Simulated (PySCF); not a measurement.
Atom-mapped SMILES (the numbers label the heavy atoms): `[N:1]#[C:2][c:3]1[cH:4][cH:5][c:6]([NH2:7])[cH:8][cH:9]1` (H(Xn): hydrogen on atom n).

- B97-2/pcSseg-2 with gauge-including orbitals
- PBE0-D3(BJ)/def2-TZVP geometry
- code: PySCF 2.14
- non-relativistic Hamiltonian, fast rotation and ring inversion assumed for equivalent nuclei, no solvent model, single conformer

**Question.** Predict the 2D correlation tables (HSQC, COSY, HMBC).

**Answer.** 

HSQC (one-bond C–H):
```csv
δH,δC
7.66 (H(C4)/H(C9)),142.4 (C4/C9)
6.70 (H(C5)/H(C8)),118.2 (C5/C8)
```

COSY cross peaks (H two or three bonds apart, from the bond graph; peaks can be absent where the dihedral angle is near 90°):
```csv
δH,δH
7.66 (H(C4)/H(C9)),6.70 (H(C5)/H(C8))
```

HMBC (two and three bonds, from the bond graph):
```csv
δH,δC
7.66 (H(C4)/H(C9)),"156.5 (C6), 142.4 (C4/C9), 125.8 (C2), 118.2 (C5/C8), 107.5 (C3)"
6.70 (H(C5)/H(C8)),"156.5 (C6), 142.4 (C4/C9), 118.2 (C5/C8), 107.5 (C3)"
```

Shifts are taken against calculated references (same method and geometry level): 1H (σ = 31.64 ppm), 13C (σ = 185.38 ppm) against TMS.

Exchangeable OH/NH protons stand at their gas-phase positions; hydrogen bonding in a real sample shifts them, mostly to higher δ. Shifts are as computed. Against solution values, carbons near 30 ppm lie about +3 ppm off and those near 130 ppm about +7 ppm. Of 1309 compounds with measured shifts, 239 miss one by over three times the rms of a fit or turn the order of signals round; such compounds aren't used in these exercises.
